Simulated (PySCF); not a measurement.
Vibration and rotation of N2

RHF-CCSD(T) constants of N2, ¹Σg⁺ (singlet), closed shell (basis N cc-pVDZ; no relativity; PySCF 2.14; masses 14.0031 and 14.0031 u):

| Property | Result |
| --- | --- |
| ωe | 2339.0 cm⁻¹ |
| ωexe | 14.5 cm⁻¹ |
| Be | 1.9231 cm⁻¹ |
| αe | 0.0168 cm⁻¹ |
| D (centrifugal) | 5.2e-06 cm⁻¹ |
| De to N + N | 8.69 eV |

(1) Give the vibrational terms G(v) and spacings up to v = 6.

(2) How well does the Morse estimate ωe²/(4ωexe) reproduce De, and what is D0?

Measured values (Huber and Herzberg, Constants of Diatomic Molecules (1979)): ωe = 2358.57 cm⁻¹, ωexe = 14.324 cm⁻¹, Be = 1.998241 cm⁻¹, αe = 0.017318 cm⁻¹.

Correlated steps freeze 2 core orbitals. Correlated levels converge slowly with the basis: in double zeta they bind strong bonds too weakly, by up to about 1 eV, and carry superposition errors of some tenths. Where the molecule has an RHF reference, its open-shell atoms are computed with UHF.

## Answers

(1) G(v) = ωe(v+½) − ωexe(v+½)².

| v | G(v) (cm⁻¹) | G(v) − G(v−1) | Bv (cm⁻¹) |
| --- | --- | --- | --- |
| 0 | 1165.9 |  | 1.915 |
| 1 | 3475.9 | 2310.0 | 1.898 |
| 2 | 5756.9 | 2281.0 | 1.881 |
| 3 | 8008.9 | 2252.0 | 1.864 |
| 4 | 10231.9 | 2223.0 | 1.848 |
| 5 | 12425.9 | 2194.0 | 1.831 |
| 6 | 14590.9 | 2165.0 | 1.814 |

(2) It gives 11.69 eV, 135 % of the computed De. D0 = De − G(0) = 8.69 − 0.14 = 8.55 eV.
